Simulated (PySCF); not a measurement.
**Frontier levels across methods**

Species: C₄H₅F.
Cartesian coordinates in Å at the PBE0-D3(BJ)/def2-SVP level; atoms count from 1:
```xyz
10
C4H5F angstrom
C     -1.2027   -0.2318   -0.4227
C     -0.0617    0.1503    0.4929
C      1.2313    0.8047   -0.0493
C      1.2869   -0.4162    0.3657
F      2.0035   -1.4916    0.5585
H     -1.9010    0.6102   -0.5554
H     -1.7796   -1.0745   -0.0086
H     -0.8302   -0.5268   -1.4159
H     -0.4000    0.4638    1.4972
H      1.6477    1.7107   -0.4771
```

Basis pcSseg-2 throughout (PySCF), one geometry. Geometry: PBE0-D3(BJ)/def2-SVP; no solvent, vibrations or thermal averaging.

Question: How do the orbital energies, the gap and the dipole change with the method?

Answer: 
```csv
method,kind,HOMO (eV),LUMO (eV),gap (eV),μ (D),SCF cycles
BLYP,GGA,-5.92,-0.58,5.34,1.09,14
B97-D,GGA,-6.01,-0.57,5.44,1.08,14
OPBE,GGA,-6.01,-0.52,5.49,1.01,15
PBE,GGA,-6.05,-0.69,5.36,1.06,14
KT2,GGA,-6.06,-0.65,5.41,1.11,16
KT3,GGA,-6.09,-0.62,5.47,1.09,15
BP86,GGA,-6.13,-0.74,5.38,1.06,14
LDA,LDA,-6.21,-0.95,5.26,1.14,14
B3LYP,global hybrid,-7.03,0.08,7.11,1.21,14
HF,Hartree–Fock,-9.87,2.74,12.61,1.41,11
```

The HOMO spans 3.95 eV, from BLYP down to HF, and the gap runs from 5.26 eV (LDA) to 12.61 eV (HF). Over the methods BLYP (0 %), B97-D (0 %), OPBE (0 %), PBE (0 %), KT2 (0 %), KT3 (0 %), BP86 (0 %), LDA (0 %), B3LYP (20 %), HF (100 %), a straight line through the gap against the share of exact exchange rises by 0.72 eV for each 10 % (correlation coefficient 0.999). The dipole ranges from 1.01 D (OPBE) to 1.41 D (HF). This basis has no diffuse functions.
